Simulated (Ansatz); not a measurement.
The input, for Ansatz 0.2.0:

```yaml
crystal:
  periodic: [false, false, false]
  atoms:
    - {symbol: B, position_ang: [0.000000, 0.000000, 2.324333]}
    - {symbol: Al, position_ang: [0.000000, 0.000000, -0.373667]}
    - {symbol: H, position_ang: [0.000000, 0.000000, -1.950667]}
basis:
  gaussian: {orbitals: 6-31G}
magnetization: {spin_polarized: true, initial_magnetization: 3}
correlation: {method: ccsdtq, electrons: outside_noble_gas}
```

```sh
$ ansatz run in.yaml --threads 1 --pin off --events-out ev --progress --plain --max-ram 2393MiB
```

Output:

```
495 factors; integrals over basis functions are off by at most 1.4e-7 eV
mean field evaluation 1: about -7262.0695 eV, gradient 5.3e0 eV
mean field evaluation 2: about -7262.0747 eV, gradient 5.3e0 eV
mean field evaluation 4: about -7262.7459 eV, gradient 1.6e0 eV
mean field evaluation 8: about -7262.9050 eV, gradient 2.3e-1 eV
mean field evaluation 16: about -7262.9130 eV, gradient 2.0e-2 eV
mean field evaluation 32: about -7262.9132 eV, gradient 1.4e-5 eV
mean field evaluation 64: about -7262.9132 eV, gradient 4.0e-3 eV
mean field evaluation 96: about -7262.8510 eV, gradient 2.7e-6 eV
mean field evaluation 128: about -7263.3675 eV, gradient 4.1e-5 eV
mean field evaluation 160: about -7263.3667 eV, gradient 1.4e-1 eV
...
cycle  21  -2.59892568 eV  change   -3.1e-5 eV  update   1.9e-5
cycle  22  -2.59894040 eV  change   -1.5e-5 eV  update   1.2e-5
cycle  23  -2.59894539 eV  change   -5.0e-6 eV  update   8.9e-6
cycle  24  -2.59894557 eV  change   -1.8e-7 eV  update   5.8e-6
cycle  25  -2.59894318 eV  change    2.4e-6 eV  update   3.1e-6
cycle  26  -2.59894127 eV  change    1.9e-6 eV  update   2.1e-6
cycle  27  -2.59894076 eV  change    5.1e-7 eV  update   1.2e-6
cycle  28  -2.59894020 eV  change    5.6e-7 eV  update   8.2e-7
cycle  29  -2.59893970 eV  change    5.0e-7 eV  update   5.2e-7
cycle  30  -2.59893938 eV  change    3.2e-7 eV  update   3.0e-7
Total energy: -7265.96645139 eV, -267.0193420397 hartree
```

For the same geometry and basis full CI lies 1.5 meV lower.

Ran on 1 thread of Arm Neoverse N1, shared host: 33 s wall, 0.17 GiB peak host memory.
